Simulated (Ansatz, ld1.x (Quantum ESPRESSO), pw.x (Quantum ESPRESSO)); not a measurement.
# Equation-of-state test of one ultrasoft potential (strontium (Sr))

| Item | Value |
| --- | --- |
| Element | strontium (Sr) |
| Generator | ld1.x (Quantum ESPRESSO) 7.5 |
| Type | ultrasoft |
| Functional | PBEsol |
| Relativity | scalar-relativistic |
| Frozen core | [Ar] 3d10 |
| Valence charge | 10 |
| Reference configuration | 4s2 4p6 4d0 5s2 5p0 |
| Partial waves | 4s (bound): rcut 2.15, rcutus 2.40 bohr; 5s (bound): rcut 2.15, rcutus 2.40 bohr; 4p (bound): rcut 2.45, rcutus 2.75 bohr; 5p (bound, empty): rcut 2.45, rcutus 2.75 bohr; 4d (bound, empty): rcut 2.60, rcutus 3.25 bohr; 4d channel at 0.6 Ry: rcut 2.60, rcutus 3.25 bohr |
| Local potential | all-electron potential smoothed inside 3.10 bohr (lloc = -2) |
| Core correction | a·sin(br)/r model core inside 1.45 bohr |
| Augmentation charge | PSQ, inside the norm-conserving radii |

Atomic tests: cutoffs needed: 15 Ry and 18 Ry (the cutoffs (Ry, on a coarse ladder) from which the occupation-weighted sum of valence levels, in a spherical-Bessel basis at the reference potential, stays within 10 and 1 mRy of its value at 400 Ry); ghost test: no extra level below or beside the all-electron valence levels (s, p, d, f tested) (spherical-Bessel basis up to 400 Ry, 20 bohr box); configuration tests: test run stopped at test 6 of 7 (negative rho).

Crystal test: diamond Sr in pw.x 7.5, no spin, 8³ k-points, Fermi–Dirac smearing 0.01 Ry, cutoffs 40/320 Ry. The reference is all-electron LAPW (Ansatz 0.2.0) with the same functional, mesh and smearing; V0 and B0 come from Birch–Murnaghan fits to the pressures at five volumes. Errors are pseudo minus all-electron; Δ is the rms difference of the E(V) curves that follow from these fits, minima aligned, over ±6 % about the mean V0. Mesh and smearing are coarse, so the numbers serve the comparison and aren't converged zero-temperature values; the lattice is a test structure that the element need not adopt.

| V (Å³/atom) | P all-electron (GPa) | P pseudo (GPa) |
| --- | --- | --- |
| 96.793 | 0.16 | 0.18 |
| 99.340 | 0.07 | 0.10 |
| 101.887 | -0.00 | 0.02 |
| 104.434 | -0.07 | -0.05 |
| 106.981 | -0.14 | -0.12 |

All-electron: a0 = 9.339 Å (V0 = 101.82 Å³/atom), B0 = 3.0 GPa.

Pseudopotential: mean pressure error (GPa): +0.02; a0 (Å): 9.363; a0 error (%): +0.25; B0 error (%): +0.2; Δ (meV/atom): 0.5. Atomic configuration tests: test run stopped at test 6 of 7 (negative rho).

Task: At the middle volume, how do free energy and pressure move when the wave cutoff is lowered (ecutrho held at 320 Ry)?

Result:

| cutoff (Ry) | shift of F (meV/atom) | shift of P (GPa) |
| --- | --- | --- |
| 18 | +12.8 | -0.10 |
| 24 | +5.8 | -0.02 |
| 32 | +0.5 | +0.00 |

Input at the middle volume:

```
&control
  calculation='scf', prefix='x', pseudo_dir='./', outdir='./tmp', tstress=.true., disk_io='none'
/
&system
  ibrav=0, nat=2, ntyp=1, ecutwfc=40, ecutrho=320, nbnd=18,
  occupations='smearing', smearing='fd', degauss=0.01
/
&electrons
  conv_thr=1e-09, mixing_beta=0.4, electron_maxstep=70
/
ATOMIC_SPECIES
Sr 1.0 Sr.UPF
CELL_PARAMETERS angstrom
  0.00000000 4.67060269 4.67060269
  4.67060269 0.00000000 4.67060269
  4.67060269 4.67060269 0.00000000
ATOMIC_POSITIONS crystal
Sr 0.0000 0.0000 0.0000
Sr 0.2500 0.2500 0.2500
K_POINTS automatic
8 8 8 0 0 0
```

```bash
pw.x < Sr.scf.in > Sr.scf.out
```

Lines of the output:

```
Message from routine setup:
     using ibrav=0 with symmetry is DISCOURAGED, use correct ibrav instead
     lattice parameter (alat)  =      12.4821  a.u.
     unit-cell volume          =    1375.1351 (a.u.)^3
     number of electrons       =        20.00
     number of Kohn-Sham states=           18
     kinetic-energy cutoff     =      40.0000  Ry
     charge density cutoff     =     320.0000  Ry
     scf convergence threshold =      1.0E-09
     Exchange-correlation= PBESOL
     number of k points=    29  Fermi-Dirac smearing, width (Ry)=  0.0100
     iteration #  1     ecut=    40.00 Ry     beta= 0.40
     total energy              =    -125.48521577 Ry
     estimated scf accuracy    <       0.00577274 Ry
     iteration #  2     ecut=    40.00 Ry     beta= 0.40
     total energy              =    -125.48533260 Ry
     estimated scf accuracy    <       0.00182849 Ry
     iteration #  3     ecut=    40.00 Ry     beta= 0.40
     total energy              =    -125.48567799 Ry
     estimated scf accuracy    <       0.00009565 Ry
     iteration #  4     ecut=    40.00 Ry     beta= 0.40
     total energy              =    -125.48574973 Ry
     estimated scf accuracy    <       0.00003069 Ry
     iteration #  5     ecut=    40.00 Ry     beta= 0.40
     total energy              =    -125.48574991 Ry
     estimated scf accuracy    <       0.00002878 Ry
     iteration #  6     ecut=    40.00 Ry     beta= 0.40
     total energy              =    -125.48575276 Ry
     estimated scf accuracy    <       0.00000081 Ry
     iteration #  7     ecut=    40.00 Ry     beta= 0.40
     total energy              =    -125.48575356 Ry
     estimated scf accuracy    <       0.00000001 Ry
     iteration #  8     ecut=    40.00 Ry     beta= 0.40
     total energy              =    -125.48575346 Ry
     estimated scf accuracy    <       0.00000019 Ry
     iteration #  9     ecut=    40.00 Ry     beta= 0.40
     total energy              =    -125.48575351 Ry
     estimated scf accuracy    <          7.5E-09 Ry
     iteration # 10     ecut=    40.00 Ry     beta= 0.40
     total energy              =    -125.48575351 Ry
     estimated scf accuracy    <          6.2E-09 Ry
     iteration # 11     ecut=    40.00 Ry     beta= 0.40
     the Fermi energy is     1.5944 ev
!    total energy              =    -125.48575351 Ry
     estimated scf accuracy    <          3.9E-10 Ry
     smearing contrib. (-TS)   =      -0.01556906 Ry
     The total energy is F=E-TS. E is the sum of the following terms:
     one-electron contribution =     -89.08116612 Ry
     hartree contribution      =      42.49361339 Ry
     xc contribution           =     -17.85044907 Ry
     ewald contribution        =     -61.03218265 Ry
     convergence has been achieved in  11 iterations
          total   stress  (Ry/bohr**3)                   (kbar)     P=        0.21
     Message from routine punch:
     Nothing written, as per user request (disk_io='none')
```

The run at the middle volume (29 k-points, 11 iterations) took about 1.7 min on one core of a shared host (Neoverse-V2, 96 threads, 742 GiB, load 46).
